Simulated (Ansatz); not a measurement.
Calculation: PBE-D3(BJ)/def2-SVP (Ansatz, a quantum-chemistry and plane-wave program). No frequencies were computed at this level.

Ansatz 0.2 input:
```yaml
crystal:
  periodic: [false, false, false]
  atoms:
    - { symbol: N, position_ang: [-0.001124, 0.388515, -0.000001] }
    - { symbol: H, position_ang: [0.830534, -0.191859, -0.000003] }
    - { symbol: H, position_ang: [-0.829409, -0.196656, 0.000003] }
basis:
  gaussian: { orbitals: def2-svp }
hamiltonian:
  xc: pbe
  dispersion: d3bj
relax:
  max_steps: 150
magnetization:
  spin_polarized: true
  initial_magnetization: 1
```

Output:

```
Functional definition: PBE
288 factors; their error is unknown
mean field evaluation 1: about -1514.2532 eV, gradient 2.6e1 eV
mean field evaluation 2: about -1511.1313 eV, gradient 3.6e1 eV
mean field evaluation 4: about -1517.1415 eV, gradient 1.1e-1 eV
mean field evaluation 8: about -1517.1270 eV, gradient 1.1e-2 eV
mean field -1517.12702940 eV, -55.7533899847 hartree, gradient 3.2e-5 eV, S^2 0.752360; 0 other end points of the search recorded, 0 dependent functions left out
reference -1517.12704904 eV, -55.7533907065 hartree; 5, 4 occupied and 19, 20 virtual orbitals, 288 factors
relax step   1: F+E_penalty+E_count = -1517.13959353 eV  Δ(F+E_penalty+E_count) = +0.000e0 eV  max|allowed force component| = 2.172e0 eV/Å  Δτ_max = 0.0000 Å  (23 SCF iters, accepted)
these checks for a lower state are left out or cut short: starts, cluster_reference, orbital_swaps, neighbouring_geometries, increment
288 factors; their error is unknown
mean field evaluation 16: about -1517.2058 eV, gradient 1.5e-2 eV
mean field -1517.19056145 eV, -55.7557247444 hartree, gradient 1.9e-5 eV, S^2 0.752445; 0 other end points of the search recorded, 0 dependent functions left out
reference -1517.19058086 eV, -55.7557254577 hartree; 5, 4 occupied and 19, 20 virtual orbitals, 288 factors
relax step   2: F+E_penalty+E_count = -1517.20312994 eV  Δ(F+E_penalty+E_count) = -6.354e-2 eV  max|allowed force component| = 9.906e-1 eV/Å  Δτ_max = 0.0289 Å  (25 SCF iters, accepted)
these checks for a lower state are left out or cut short: starts, cluster_reference, orbital_swaps, neighbouring_geometries, increment
288 factors; their error is unknown
mean field -1517.20937610 eV, -55.7564161703 hartree, gradient 2.2e-5 eV, S^2 0.752516; 0 other end points of the search recorded, 0 dependent functions left out
reference -1517.20939473 eV, -55.7564168549 hartree; 5, 4 occupied and 19, 20 virtual orbitals, 288 factors
relax step   3: F+E_penalty+E_count = -1517.22195511 eV  Δ(F+E_penalty+E_count) = -1.883e-2 eV  max|allowed force component| = 1.922e-1 eV/Å  Δτ_max = 0.0403 Å  (25 SCF iters, accepted)
these checks for a lower state are left out or cut short: starts, cluster_reference, orbital_swaps, neighbouring_geometries, increment
288 factors; their error is unknown
mean field evaluation 32: about -1517.2273 eV, gradient 1.2e-3 eV
mean field -1517.21182517 eV, -55.7565061719 hartree, gradient 2.1e-5 eV, S^2 0.752512; 0 other end points of the search recorded, 0 dependent functions left out
reference -1517.21184401 eV, -55.7565068641 hartree; 5, 4 occupied and 19, 20 virtual orbitals, 288 factors
relax step   4: F+E_penalty+E_count = -1517.22440133 eV  Δ(F+E_penalty+E_count) = -2.446e-3 eV  max|allowed force component| = 1.177e-2 eV/Å  Δτ_max = 0.0114 Å  (26 SCF iters, accepted)
these checks for a lower state are left out or cut short: starts, cluster_reference, orbital_swaps, neighbouring_geometries, increment
288 factors; their error is unknown
mean field -1517.21182661 eV, -55.7565062247 hartree, gradient 7.0e-5 eV, S^2 0.752510; 0 other end points of the search recorded, 0 dependent functions left out
reference -1517.21184545 eV, -55.7565069173 hartree; 5, 4 occupied and 19, 20 virtual orbitals, 288 factors
relax step   5: F+E_penalty+E_count = -1517.22440265 eV  Δ(F+E_penalty+E_count) = -1.312e-6 eV  max|allowed force component| = 1.106e-2 eV/Å  Δτ_max = 0.0006 Å  (17 SCF iters, accepted)
these checks for a lower state are left out or cut short: starts, cluster_reference, orbital_swaps, neighbouring_geometries, increment
288 factors; their error is unknown
mean field -1517.21182841 eV, -55.7565062910 hartree, gradient 3.0e-5 eV, S^2 0.752511; 0 other end points of the search recorded, 0 dependent functions left out
reference -1517.21184725 eV, -55.7565069834 hartree; 5, 4 occupied and 19, 20 virtual orbitals, 288 factors
relax step   6: F+E_penalty+E_count = -1517.22440448 eV  Δ(F+E_penalty+E_count) = -1.831e-6 eV  max|allowed force component| = 6.156e-6 eV/Å  Δτ_max = 0.0002 Å  (17 SCF iters, accepted)
288 factors; their error is unknown
mean field -1517.21182841 eV, -55.7565062910 hartree, gradient 3.0e-5 eV, S^2 0.752511; 1 other end points of the search recorded, 0 dependent functions left out
reference -1517.21184725 eV, -55.7565069834 hartree; 5, 4 occupied and 19, 20 virtual orbitals, 288 factors
Total energy: -1517.22442332 eV, -55.7569691453 hartree
Atom 0 at    -0.001297     0.448174    -0.000001 Å, force    -0.000000     0.000006    -0.000000 eV/Å
Atom 1 at     0.803290    -0.221768    -0.000003 Å, force    -0.000006    -0.000003     0.000000 eV/Å
Atom 2 at    -0.801992    -0.226407     0.000003 Å, force     0.000006    -0.000003    -0.000000 eV/Å
Dipole moment:     0.001121    -0.387936     0.000001 e Å
```

Cost: around 2.5 core-seconds (rough).
